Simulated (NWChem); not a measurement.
System: isobutane (C4H10); SMILES CC(C)C

B3LYP is NWChem's, with the RPA form of VWN correlation.

Problem. Give the equilibrium geometry at B3LYP/6-31G* (spherical d) (NWChem) as a list of bonds and angles, with the point group.

Solution. point group C3v; any orientation.
Bond lengths (Å): C1–C2 1.535, C1–H5 1.097, C1–H6 1.098, C1–H7 1.097, C2–C3 1.535, C2–C4 1.535, C2–H8 1.101, C3–H9 1.097, C3–H10 1.098, C3–H11 1.097, C4–H12 1.097, C4–H13 1.097, C4–H14 1.098. Angles (°): C2–C1–H5 111.4, C2–C1–H6 110.8, C2–C1–H7 111.4, H5–C1–H6 107.6, H5–C1–H7 107.9, H6–C1–H7 107.6, C1–C2–C3 111.1, C1–C2–C4 111.1, C1–C2–H8 107.8, C3–C2–C4 111.1, C3–C2–H8 107.8, C4–C2–H8 107.8, C2–C3–H9 111.4, C2–C3–H10 110.8, C2–C3–H11 111.4, H9–C3–H10 107.6, H9–C3–H11 107.9, H10–C3–H11 107.6, C2–C4–H12 111.4, C2–C4–H13 111.4, C2–C4–H14 110.8, H12–C4–H13 107.9, H12–C4–H14 107.6, H13–C4–H14 107.6.
